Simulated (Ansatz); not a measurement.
**Cohesive energy of some bcc solids**

Method: PBEsol (Ansatz, an electronic-structure program, PAW). References are measured values corrected to a static lattice.

Values in eV/atom.

```tsv
solid	reference	PBEsol	error (eV/atom)
bcc Rb	0.86	0.84	-0.02
bcc Li	1.67	1.68	+0.01
bcc K	0.94	0.93	-0.01
bcc Na	1.12	1.15	+0.03
bcc Ba	1.91	2.12	+0.21
bcc Fe	4.32	5.67	+1.35
bcc Mo	6.84	7.12	+0.28
bcc Cs	0.81	0.78	-0.03
```

Over these 8 solids the mean error is +0.23 eV/atom, the mean absolute error 0.24 eV/atom (median 0.03 eV/atom), and the worst case bcc Fe at +1.35 eV/atom; the value is above the reference in 5 of 8 cases.

All these references are brought to a static lattice.

Spin–orbit coupling is left out, also for the solids with elements from indium on (bcc Ba, bcc Cs); its size isn't shown.

Differences are worked out from the printed values.

Free atoms are spin-polarised, in the lowest state found; at levels without +SOC their spin–orbit coupling is left out. Each level is taken at its own relaxed cell. Ansatz's density-functional and Hartree–Fock values are scalar-relativistic unless marked +SOC, with PAW data made under PBE.

Ansatz's runs of these crystals have no spin polarisation, but for bcc Fe.

Density-functional runs with spin start from parallel moments for bcc Fe.

Not in this set, of the bcc solids with a reference value in our tables and a result at some level: 2 for a doubt noted on the run at PBEsol; 2 for the spin–orbit terms of free Br, In, Sn, Te, I and atoms past barium, a cut that leaves lighter open-shell atoms' terms in the errors; 1 for a run that ended without the magnetic order (PBEsol). These can be a level's best or worst cases. Solids without a released value at any level aren't counted. Layered and molecular crystals are counted apart. The metals Ce to Yb are counted apart.

References as tabulated in Mejia-Rodriguez and Trickey (2018), arXiv:1807.09216; Csonka et al. (2009), arXiv:0903.4037; Jana et al. (2018), arXiv:1807.00350.
